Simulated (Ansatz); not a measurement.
Geometry optimisation, RKS r2SCAN/def2-SVP (Ansatz).

Input file:

```yaml
crystal:
  periodic: [false, false, false]
  atoms:
    - { symbol: Si, position_ang: [0.0, 0.0, 0.0] }
    - { symbol: H, position_ang: [0.8854, 0.0, 1.4041] }
    - { symbol: F, position_ang: [1.7331, 0.0, 0.448] }
    - { symbol: H, position_ang: [-0.6877, 1.1914, -0.4862] }
    - { symbol: "N", position_ang: [-0.8572, -1.4851, -0.6061] }
    - { symbol: H, position_ang: [-1.3922, -2.1014, 0.0704] }
    - { symbol: H, position_ang: [-0.8219, -1.7344, -1.6357] }
basis:
  gaussian: { orbitals: def2-SVP }
hamiltonian:
  xc: r2scan
relax:
  f_tol: 0.15
  max_steps: 25
  restrain:
    - { distance: [1, 2], at: 2.12, k: 30.0 }
    - { distance: [0, 1], at: 1.46, k: 30.0 }
    - { distance: [0, 2], at: 1.59, k: 30.0 }
```

Run as:

```bash
$ ansatz run input.yaml --threads 2 --pin off --max-ram 3072MiB --backend cpu --events-out ev --progress --plain --runs-dir out
```

Problem. Where does it end, and by what steps?

Solution. The forces met the threshold. The restraints hold the end off the free minimum. After 7 steps the energy has fallen by 4.387 eV (the restraints' own energy left out); H2 moved furthest, 0.74 Å.

| step | energy less start (eV) | largest force component (eV/Å) | accepted |
| --- | --- | --- | --- |
| 0 | 0.0000 | 3.979 | yes |
| 1 | -1.9225 | 3.214 | yes |
| 2 | -3.1291 | 2.197 | yes |
| 3 | -4.0849 | 1.345 | yes |
| 4 | -4.3013 | 1.448 | yes |
| 5 | -4.3701 | 1.473 | yes |
| 6 | -4.3886 | 1.484 | yes |
| 7 | -4.3874 | 1.411 | yes |

```xyz
7
Properties=species:S:1:pos:R:3
Si 0.099 -0.056 0.123
H 0.162 0.042 1.573
F 1.696 -0.172 0.056
H -0.360 1.134 -0.635
N -0.802 -1.378 -0.461
H -0.770 -2.307 -0.054
H -1.166 -1.393 -1.408
```

Time of the run: 16 s on 2 threads of Arm Neoverse V1 (shared host), peak memory 0.14 GiB.
